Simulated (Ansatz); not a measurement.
# PH2+ (triplet): RPA-PBE over vertical gaps between states and displaced geometries, cc-pVDZ

Aim: run PH2+ (triplet) with these functionals over vertical gaps between states and displaced geometries, and hold them against the top wave-function level at the same points.

The runs use Ansatz 0.2.0, Gaussian basis; cc-pVDZ, all electrons in the functionals, frozen cores in the correlation of double hybrids and RPA.

The runs, in order: RPA-PBE, at charge 1, triplet; charge 1, singlet; charge 1, quintet; displaced geometry v1; displaced geometry v2.

18 further runs of the same task are left out: 5 that didn't finish, 13 set aside as unsound or not needed.

## 1. What is computed

The geometry is a PBE0/def2-TZVP stationary point (not a proven minimum).

3 atoms, charge 1, spin multiplicity 3.

Atoms are counted from 1 here; the program's logs count them from 0.

Bond lengths: P1–H2 1.416 Å, P1–H3 1.416 Å. Angles: H2–P1–H3 122.2°.

Geometry (Å):

```tsv
atom	x (Å)	y (Å)	z (Å)
P1	0.0000	-0.0418	0.0000
H2	0.0000	0.6425	-1.2397
H3	0.0000	0.6425	1.2397
```

No dispersion term is added.

The geometry shown and the zero of energy belong to the point charge 1, triplet. The yardstick, FCI, and other wave-function levels (R restricted, U unrestricted, valence and pair active spaces) come from earlier runs.

## 2. RPA-PBE, charge 1, triplet

in.yaml reads:

```yaml
crystal:
  periodic: [false, false, false]
  atoms:
    - {symbol: P, position_ang: [0.000000, -0.041813, 0.000000]}
    - {symbol: H, position_ang: [0.000000, 0.642452, -1.239718]}
    - {symbol: H, position_ang: [0.000000, 0.642452, 1.239718]}
basis:
  gaussian: {orbitals: cc-pVDZ}
total_charge: 1
magnetization: {spin_polarized: true, initial_magnetization: 2}
hamiltonian: {xc: {name: PBE}}
correlation: {method: rpa, electrons: outside_noble_gas}
```

The run is started by

```bash
> ansatz run in.yaml --threads 1 --pin off --events-out ev --progress --plain --max-ram 2393MiB
```

What it wrote:

```text
Functional definition: PBE
  name "PBE"
  cite "Perdew, Burke & Ernzerhof, Phys. Rev. Lett. 77, 3865 (1996) doi:10.1103/PhysRevLett.77.3865"
  parent pbe
  parameter kappa = 0.804
  parameter beta = 0.06672455060314922
  exchange = pbe_x(kappa = kappa, mu = beta*pi^2/3)
  correlation = pbe_c(beta = beta)
282 factors; integrals over basis functions are off by at most 1.2e-3 eV
mean field evaluation 1: about -9304.2581 eV, gradient 9.6e0 eV
mean field evaluation 2: about -9304.2566 eV, gradient 9.6e0 eV
mean field evaluation 4: about -9304.9906 eV, gradient 5.1e-1 eV
mean field evaluation 8: about -9304.9922 eV, gradient 6.8e-3 eV
mean field -9304.99224272 eV, -341.9521577698 hartree, gradient 5.4e-6 eV, S^2 2.003118; 0 other end points of the search recorded, 0 dependent functions left out
5 core orbitals not correlated: weight in the atoms' cores, before any rotation towards them, 1.000 or more for the frozen orbitals, at most 0.000 for the correlated occupied ones
reference -9293.21614052 eV, -341.5193939961 hartree; 4, 2 occupied and 19, 21 virtual orbitals, 282 factors
Total energy: -9298.14274600 eV, -341.7004434078 hartree
```

Wall time 1.4 s (1 thread of Intel Xeon at 2.50GHz, shared host).

From the report: ⟨S²⟩ of the determinant 2.003 (pure triplet: 2.00).

## 3. RPA-PBE, charge 1, singlet

Edit in.yaml of step 2 so:

```diff
@@ -9,3 +9,3 @@
 total_charge: 1
-magnetization: {spin_polarized: true, initial_magnetization: 2}
+magnetization: {spin_polarized: true, initial_magnetization: 0}
 hamiltonian: {xc: {name: PBE}}
```

The command is unchanged.

What it wrote, shortened:

```text
Functional definition: PBE
  name "PBE"
  cite "Perdew, Burke & Ernzerhof, Phys. Rev. Lett. 77, 3865 (1996) doi:10.1103/PhysRevLett.77.3865"
  parent pbe
[...]
282 factors; integrals over basis functions are off by at most 1.2e-3 eV
[...]
mean field -9305.08920881 eV, -341.9557212076 hartree, gradient 2.1e-6 eV, S^2 0.611671; 7 other end points of the search recorded, 0 dependent functions left out
5 core orbitals not correlated: weight in the atoms' cores, before any rotation towards them, 1.000 or more for the frozen orbitals, at most 0.000 for the correlated occupied ones
reference -9293.08223038 eV, -341.5144728890 hartree; 3, 3 occupied and 20, 20 virtual orbitals, 282 factors
Total energy: -9298.35787597 eV, -341.7083492886 hartree
```

It took 6.5 s on 1 thread of Intel Xeon at 2.50GHz, shared host.

From the report: ⟨S²⟩ of the determinant 0.612 (pure singlet: 0.00). The determinant is far from a pure spin state, so its energy mixes those of several spin states (harmless only where they are near-degenerate, as at dissociation).

From charge 1, triplet: -20.8 kJ/mol.

## 4. RPA-PBE, charge 1, quintet

Edit in.yaml of step 3 so:

```diff
@@ -9,3 +9,3 @@
 total_charge: 1
-magnetization: {spin_polarized: true, initial_magnetization: 0}
+magnetization: {spin_polarized: true, initial_magnetization: 4}
 hamiltonian: {xc: {name: PBE}}
```

Launched as before.

What it wrote, shortened:

```text
Functional definition: PBE
  name "PBE"
  cite "Perdew, Burke & Ernzerhof, Phys. Rev. Lett. 77, 3865 (1996) doi:10.1103/PhysRevLett.77.3865"
  parent pbe
[...]
282 factors; integrals over basis functions are off by at most 1.2e-3 eV
[...]
mean field -9295.95335436 eV, -341.6199847491 hartree, gradient 2.7e-6 eV, S^2 6.001018; 0 other end points of the search recorded, 0 dependent functions left out
5 core orbitals not correlated: weight in the atoms' cores, before any rotation towards them, 1.000 or more for the frozen orbitals, at most 0.000 for the correlated occupied ones
reference -9284.40116663 eV, -341.1954496804 hartree; 5, 1 occupied and 18, 22 virtual orbitals, 282 factors
Total energy: -9288.91586373 eV, -341.3613617389 hartree
```

Wall time 2 s (1 thread of Intel Xeon at 2.50GHz, shared host).

From the report: ⟨S²⟩ of the determinant 6.001 (pure quintet: 6.00).

From charge 1, triplet: +890.3 kJ/mol.

## 5. RPA-PBE, displaced geometry v1

in.yaml reads:

```yaml
crystal:
  periodic: [false, false, false]
  atoms:
    - {symbol: P, position_ang: [-0.001415, -0.042639, 0.001983]}
    - {symbol: H, position_ang: [-0.002248, 0.625484, -1.248888]}
    - {symbol: H, position_ang: [0.045716, 0.684794, 1.187935]}
basis:
  gaussian: {orbitals: cc-pVDZ}
total_charge: 1
magnetization: {spin_polarized: true, initial_magnetization: 2}
hamiltonian: {xc: {name: PBE}}
correlation: {method: rpa, electrons: outside_noble_gas}
```

Launched as before.

What it wrote:

```text
Functional definition: PBE
  name "PBE"
  cite "Perdew, Burke & Ernzerhof, Phys. Rev. Lett. 77, 3865 (1996) doi:10.1103/PhysRevLett.77.3865"
  parent pbe
  parameter kappa = 0.804
  parameter beta = 0.06672455060314922
  exchange = pbe_x(kappa = kappa, mu = beta*pi^2/3)
  correlation = pbe_c(beta = beta)
281 factors; integrals over basis functions are off by at most 1.2e-3 eV
mean field evaluation 1: about -9304.2150 eV, gradient 9.7e0 eV
mean field evaluation 2: about -9304.2135 eV, gradient 9.7e0 eV
mean field evaluation 4: about -9304.9693 eV, gradient 4.7e-1 eV
mean field evaluation 8: about -9304.9707 eV, gradient 6.9e-3 eV
mean field -9304.97072539 eV, -341.9513670222 hartree, gradient 9.5e-6 eV, S^2 2.003060; 0 other end points of the search recorded, 0 dependent functions left out
5 core orbitals not correlated: weight in the atoms' cores, before any rotation towards them, 1.000 or more for the frozen orbitals, at most 0.000 for the correlated occupied ones
reference -9293.21481232 eV, -341.5193451857 hartree; 4, 2 occupied and 19, 21 virtual orbitals, 281 factors
Total energy: -9298.12831277 eV, -341.6999129966 hartree
```

Run time: 1.6 s. Hardware: 1 thread of Intel Xeon at 2.50GHz, shared host.

From the report: ⟨S²⟩ of the determinant 2.003 (pure triplet: 2.00).

From charge 1, triplet: +1.4 kJ/mol.

## 6. RPA-PBE, displaced geometry v2

in.yaml reads:

```yaml
crystal:
  periodic: [false, false, false]
  atoms:
    - {symbol: P, position_ang: [0.007734, -0.041334, -0.000459]}
    - {symbol: H, position_ang: [-0.157140, 0.651305, -1.228583]}
    - {symbol: H, position_ang: [-0.080520, 0.618881, 1.242673]}
basis:
  gaussian: {orbitals: cc-pVDZ}
total_charge: 1
magnetization: {spin_polarized: true, initial_magnetization: 2}
hamiltonian: {xc: {name: PBE}}
correlation: {method: rpa, electrons: outside_noble_gas}
```

Launched as before.

What it wrote, shortened:

```text
Functional definition: PBE
  name "PBE"
  cite "Perdew, Burke & Ernzerhof, Phys. Rev. Lett. 77, 3865 (1996) doi:10.1103/PhysRevLett.77.3865"
  parent pbe
[...]
281 factors; integrals over basis functions are off by at most 1.3e-3 eV
[...]
mean field -9304.99017040 eV, -341.9520816132 hartree, gradient 4.3e-6 eV, S^2 2.003102; 0 other end points of the search recorded, 0 dependent functions left out
5 core orbitals not correlated: weight in the atoms' cores, before any rotation towards them, 1.000 or more for the frozen orbitals, at most 0.000 for the correlated occupied ones
reference -9293.21623788 eV, -341.5193975738 hartree; 4, 2 occupied and 19, 21 virtual orbitals, 281 factors
Total energy: -9298.14162954 eV, -341.7004023787 hartree
```

Run time: 1.8 s. Hardware: 1 thread of Intel Xeon at 2.50GHz, shared host.

From the report: ⟨S²⟩ of the determinant 2.003 (pure triplet: 2.00).

From charge 1, triplet: +0.1 kJ/mol.

## 7. Against the wave-function levels

The yardstick is full CI for this spin, exact in this basis with these frozen cores. It comes from earlier runs at the same points. Energies in kJ/mol, counted from charge 1, triplet; blanks weren't run or aren't comparable.

```tsv
level	triplet to singlet	triplet to quintet	displacement v1	displacement v2
FCI	-7.7	881.5	1.2	0.1
RPA-PBE	-20.8	890.3	1.4	0.1
```

Largest miss and mean time a point (FCI took 10 s a point; shared hosts):

```tsv
level	largest miss (kJ/mol)	where	time a point
RPA-PBE	-13.1	triplet to singlet	2.7 s
```

## 8. What came out

| quantity | value |
| --- | --- |
| triplet to singlet, FCI | -7.7 kJ/mol |
| triplet to quintet, FCI | 881.5 kJ/mol |
| displacement v1, FCI | 1.2 kJ/mol |
| displacement v2, FCI | 0.1 kJ/mol |
| largest miss, RPA-PBE | -13.1 kJ/mol (triplet to singlet) |

**Reading.** RPA-PBE strays by up to 13.1 kJ/mol, at triplet to singlet. RPA-PBE clearly breaks the spin symmetry at some points (⟨S²⟩ up to 0.61 above the pure value), so energy there is bought with a mixed spin. Functionals and the yardstick converge differently with the basis, so part of each miss in cc-pVDZ is the basis.
